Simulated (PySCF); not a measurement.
# Spin-rotation constants: `C(=O)=S`, COS

Molfile (atoms numbered from 1):
```
COS
     RDKit          3D

  3  2  0  0  0  0  0  0  0  0999 V2000
   -1.2998    0.3172    0.0084 O   0  0  0  0  0  0  0  0  0  0  0  0
   -0.1675    0.0824    0.0105 C   0  0  0  0  0  0  0  0  0  0  0  0
    1.3637   -0.2352    0.0133 S   0  0  0  0  0  0  0  0  0  0  0  0
  1  2  2  0
  2  3  2  0
M  END
```

Method used: GIAO HCTH407/aug-pcSseg-2 magnetisability, rotational g tensor and spin-rotation constants, non-relativistic, gas phase in PySCF. Geometry: PBE0-D3(BJ)/def2-SVP.

Question: Give the nuclear spin-rotation constants along the inertial axes (H = +C I·J) beside the isotropic shieldings.

Answer: Rotational constants –, 6.0870, 6.0870 GHz. A star marks the isotopologue with that one atom substituted, in its own axes.
```
atom  isotope  Caa (kHz)  Cbb (kHz)  Ccc (kHz)  mean (kHz)  σ (ppm)
  O1     17O*          –     -2.308     -2.308      -2.308     79.1
  C2     13C*          –      3.248      3.248       3.248     26.6
  S3     33S*          –      1.172      1.172       1.172    773.8
```
For the geometry as given, no vibrational averaging.
